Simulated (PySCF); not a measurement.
Where does dimethyl carbonate take a proton?

System: dimethyl carbonate, `COC(=O)OC` (C3H6O3). Non-hydrogen atoms are numbered in `[CH3:1][O:2][C:3](=[O:4])[O:5][CH3:6]`.

Energies: ωB97X-D3(BJ)/def2-TZVP (PySCF, density fitting, integration grid level 2) on PBE0-D3(BJ)/def2-SVP structures. ωB97X-D3(BJ) is ωB97X-V with D3(BJ) in place of VV10. Thermal corrections: GFN2-xTB frequencies, unscaled, ideal gas at 298.15 K and 1 bar, quasi-RRHO entropy. These were taken at the GFN2-xTB minima.

| site | product | PA / kJ/mol | GB / kJ/mol | gas share | above best in 1,4-dioxane / kJ/mol | above best in methanol / kJ/mol |
| --- | --- | --- | --- | --- | --- | --- |
| O4 (carboxyl C=O oxygen) | `COC(=[OH+])OC` | 820 | 788 | > 99.9 % | 0.0 | 0.0 |
| O2 (ester-type oxygen) | `COC(=O)[OH+]C` | 743 | 717 | < 0.1 % | 66.9 | 63.3 |

PA is −ΔH and GB is −ΔG of B + H⁺ → BH⁺ in the gas phase. Shares are Boltzmann weights among the listed products; an error of 10 kJ/mol changes a ratio about 56-fold. Sites whose products fell apart, merged with another or lost in a GFN2-xTB screen aren't listed. Values in solvent are IEF-PCM free energies relative to the most favourable product.

Among these, O4 (carboxyl C=O oxygen) wins by 71 kJ/mol in gas-phase free energy over O2.

In 1,4-dioxane the product from O4 is solvated 126 kJ/mol more strongly than the parent (electrostatics only).

In methanol the product from O4 is solvated 225 kJ/mol more strongly than the parent (electrostatics only).

Measured values (NIST Chemistry WebBook, evaluated or the median of agreeing entries): proton affinity (−ΔH) 830 kJ/mol (computed 820, difference -10); gas-phase basicity (−ΔG) 799 kJ/mol (computed 788, difference -11). These are compared with the most favourable site that keeps the skeleton.
